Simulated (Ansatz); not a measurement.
Cost and result for the atomization energy of `OC(O)(O)F` (8 atoms, 7 bonds).

The species carries charge 0 and has multiplicity 1. All single points use the PBE0-D4/def2-TZVP geometry. It is one conformer, not always the lowest. Program: Ansatz. All runs use 2 threads of an Intel Xeon 6975P-C on a shared host. Times are those of one run each, without the atoms' runs, and a repeat can differ threefold. Electronic energies, without spin–orbit coupling; frozen cores. CCSD(T)/CBS adds CCSD(T) − MP2 in def2-TZVPP to the MP2 limit, and its time is that of the two runs behind it. T1 = 0.011. B3LYP takes the VWN-RPA correlation (the form of Gaussian; ORCA's B3LYP/G). HSE06 is the plane-wave form, built on full-range PBE exchange.

CCSD(T)/CBS is a level of theory with its own doubt, some kJ/mol a heavy atom from the limit and from the frozen cores, so smaller differences don't rank the functionals.

```csv
level,functions,wall time
BHLYP-D4/def2-TZVPP,197,1.6 s
PBE0-D4/def2-TZVPP,197,1.6 s
HSE06-D4/def2-TZVPP,197,1.8 s
BLYP-D4/def2-TZVPP,197,1.8 s
CAM-B3LYP-D4/def2-TZVPP,197,1.8 s
B3LYP-D4/def2-TZVPP (with forces),197,2.1 s
r2SCANh-D4/def2-TZVPP,197,2.4 s
CCSD(T)/def2-SVP,85,2.6 s
PBE-QIDH/def2-TZVPP,197,3 s
ωB97M-V/def2-TZVPP (with forces),197,4.8 s
MP2/def2-QZVPP,375,12 s
CCSD(T)/def2-TZVPP,197,31 s
CCSD(T)/CBS(def2),–,42 s
```

(1) What atomization energy does each give, and how far from CCSD(T)/CBS? (An estimate is asked.)

Results:

(1) Ansatz gave: 
| level | atomization (kJ/mol) | difference from CCSD(T)/CBS | per bond |
| --- | --- | --- | --- |
| BHLYP-D4/def2-TZVPP | 2947.0 | -215.3 | -30.8 |
| PBE0-D4/def2-TZVPP | 3146.0 | -16.3 | -2.3 |
| HSE06-D4/def2-TZVPP | 3150.3 | -12.0 | -1.7 |
| BLYP-D4/def2-TZVPP | 3160.0 | -2.3 | -0.3 |
| CAM-B3LYP-D4/def2-TZVPP | 3165.3 | 3.0 | 0.4 |
| B3LYP-D4/def2-TZVPP (with forces) | 3122.6 | -39.7 | -5.7 |
| r2SCANh-D4/def2-TZVPP | 3123.3 | -39.0 | -5.6 |
| CCSD(T)/def2-SVP | 2964.7 | -197.6 | -28.2 |
| PBE-QIDH/def2-TZVPP | 3111.7 | -50.6 | -7.2 |
| ωB97M-V/def2-TZVPP (with forces) | 3168.5 | 6.2 | 0.9 |
| MP2/def2-QZVPP | 3245.8 | 83.5 | 11.9 |
| CCSD(T)/def2-TZVPP | 3060.2 | -102.1 | -14.6 |
| CCSD(T)/CBS(def2) | 3162.3 | 0.0 | 0.0 |

In def2-TZVPP, CCSD(T) changes the Hartree–Fock value by +1021.1 kJ/mol (the triples alone add +67.7 kJ/mol) and MP2 by +1146.9 kJ/mol; breaking electron pairs costs correlation energy, which Hartree–Fock lacks. From r2SCAN to r2SCAN0 (25 % exact exchange), in def2-TZVPP and without D4, the atomization energy moves by −104.9 kJ/mol: exact exchange takes away binding that semilocal exchange gives to molecules. The D4 term adds +17.4 kJ/mol with B3LYP and +8.9 kJ/mol with PBE0; it sums over pairs of atoms, weighted by their polarisabilities, and B3LYP, whose exchange is more repulsive, gets the larger term.
